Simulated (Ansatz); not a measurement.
System: C₂H₆N, charge 0, doublet. C2H6N (SMILES CC[NH], doublet).
B3LYP-D3(BJ)/def2-TZVP minimum from Ansatz (a quantum-chemistry and plane-wave program):
```xyz
9

C      1.1323    -0.4026     0.0357
C     -0.0608     0.5582     0.0396
N     -1.3458    -0.0877     0.0127
H      2.0718     0.1510     0.0859
H      1.0877    -1.0737     0.8947
H      1.1429    -1.0096    -0.8726
H      0.0072     1.2100    -0.8483
H     -0.0183     1.2183     0.9100
H     -1.2993    -0.8157    -0.7109
```
Charge 0, spin multiplicity 2.

Total energies in cc-pVDZ, 19 correlated electrons, 3 frozen orbitals. Radicals and triplets start from unrestricted determinants; spin-orbit coupling is neglected. Correlated methods leave the cores frozen. No relativity.

```tsv
method	program	energy (Eh)	minus CCSDT(Q) (mEh)
HF	Ansatz	-133.64132	487.20
MP2	Ansatz	-134.06731	61.21
CCSD	Ansatz	-134.11454	13.98
CCSD(T)	Ansatz	-134.12688	1.64
CCSDT(Q)	Ansatz	-134.12852	0.00
```
